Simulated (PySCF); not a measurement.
**H3NaOSi, a fragment of a glass network (monomer): interaction energy**

Wanted: the interaction energy for `[O-][SiH3]` with `[Na+]`. It is drawn as: Si, H ends, S bridges.

Programs: PySCF 2.14.0. All values are calculated, for the isolated system unless a continuum is named. Atoms count from 0, parts from 1.

## 1. The system as given

6 atoms, charge 0, multiplicity 1; geometry: GFN2-xTB. Parts: 1 = atoms 0–4, `[O-][SiH3]`, charge -1; 2 = atom 5, `[Na+]`, charge 1.

## 2. Optimising the geometry at PBE0-D3(BJ)/def2-SVPD

Job settings and geometry (Å):

```
{"job": {"xc": "PBE0", "basis": "def2-SVPD", "d3": "d3bj", "grid": 2, "kind": "geom", "shake": 0.01}, "charge": 0, "multiplicity": 1, "parts": [{"atoms": "0-4", "charge": -1, "multiplicity": 1}, {"atoms": "5-5", "charge": 1, "multiplicity": 1}]}
Si     0.050262    -0.128442    -0.005554
O      1.549083    -0.489151    -0.110885
H     -0.198193     1.294179    -0.439698
H     -0.741860    -0.972784    -0.892486
H     -0.471185    -0.257514     1.360273
Na     3.340573    -0.915359    -0.365515
```

Command:

```sh
OMP_NUM_THREADS=1 python cluster_run.py task.json out
```

One launch serves the whole session: the jobs run in the order shown.

**Question.** The jobs that follow are: CCSD(T)/aug-cc-pVDZ and MP2/aug-cc-pVTZ counterpoise interaction energy, frozen core, gas phase. Predict: rotational constants (main isotopes); interaction energy, CCSD(T) limit estimate; MP2/aug-cc-pVTZ; T1 diagnostic.

**Answer**, as computed:

```
                                  quantity                  value
      rotational constants (main isotopes)  86.36, 2.79, 2.79 GHz
interaction energy, CCSD(T) limit estimate        -136.2 kcal/mol
                           MP2/aug-cc-pVTZ        -135.6 kcal/mol
                             T1 diagnostic                 0.0131
```

In words: The optimisation took 4 steps and gained 0.288 eV; among the close pairs (by a distance rule), O1–Na5 changed most, from 1.859 to 1.990 Å. The interaction energy leaves out the deformation of the parts, 1.17 kcal/mol (MP2); added to the CCSD(T) estimate it gives a binding of about -135.0 kcal/mol. The estimate adds CCSD(T) less MP2 in the small basis (-0.41 kcal/mol) to extrapolated MP2. Hartree-Fock gives -141.0 against -136.2 kcal/mol, so correlation weakens the interaction of the frozen parts.
